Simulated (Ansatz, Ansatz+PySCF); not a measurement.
```yaml
atoms:
  - { symbol: Si, position_ang: [-0.0259, -0.0321, -0.5822] }
  - { symbol: O, position_ang: [-0.0211, -0.0386, 0.9933] }
```

RHF-MP2 on singlet SiO was run in several spherical basis sets with Ansatz (development build ahead of 0.2.0). Frozen core: 6 orbitals.

Task: Rank the basis sets by the total energy that they give, lowest first, with the distance from the lowest.
A. STO-3G
B. 6-31G(d)
C. cc-pVDZ
D. aug-cc-pVDZ
E. 6-31G
F. def2-TZVP
G. def2-SVP

Result: F (0.00 eV), D (2.15 eV), C (2.94 eV), B (3.60 eV), E (7.14 eV), G (7.25 eV), A (126.02 eV).

Totals follow the description of the cores as much as that of the bonds, so this order isn't one of quality for chemistry.
